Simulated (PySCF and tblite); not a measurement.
The numbers below are computed, except where a source is named.
C₄H₆O₂, numbered as in [CH2:1]=[CH:2][O:3][C:4]([CH3:5])=[O:6].

Search: ETKDG and KDG, MMFF94s, GFN2-xTB, 90 starts; geometries at GFN2-xTB. Energies: CAM-B3LYP-D3(BJ)/pcSseg-1 (IEF-PCM, chloroform), with GFN2-xTB thermal terms (modes under about 100 cm⁻¹ blended into free rotors). Symmetry numbers and mirror images are counted. Conformers within 3 kcal/mol (GFN2-xTB free energy) were kept, 8 at most. GIAO shieldings: CAM-B3LYP/pcSseg-1 (IEF-PCM, chloroform). Shifts are against TMS (¹H), TMS (¹³C) at the same level; of two unlike H on one atom, a is the less shielded. Codes: tblite and PySCF.

What shifts does this protocol give at 298.15 K under fast conformational exchange?

¹H: 7.87 (H2, 1H), 5.20 (H1a, 1H), 4.98 (H1b, 1H), 2.29 (H5, 3H) ppm. ¹³C: 180.4 (C4), 152.9 (C2), 104.7 (C1), 24.7 (C5) ppm.

How do the conformers differ?

Torsions listed: C1–C2–O3–C4, C2–O3–C4–O6.
| conformer | shape | weight % |
| --- | --- | --- |
| 1 | 180°, 0° | 99.4 |
| 2 | 0°, 0° | 0.6 |

```csv
signal,1,2,average
H1a,5.19,6.54,5.20
H1b,4.98,5.11,4.98
H2,7.88,6.61,7.87
H5,2.29,2.28,2.29
C1,104.6,111.0,104.7
C2,152.8,156.4,152.9
C4,180.4,183.2,180.4
C5,24.7,26.8,24.7
```

Shifts are unscaled: against experiment ¹³C can be off by 15 ppm or more and ¹H by 0.8 ppm.


Conformer gaps in pcSseg-1 on xTB geometries can be 2 kcal/mol off for S=O, P=O and other polar bonds.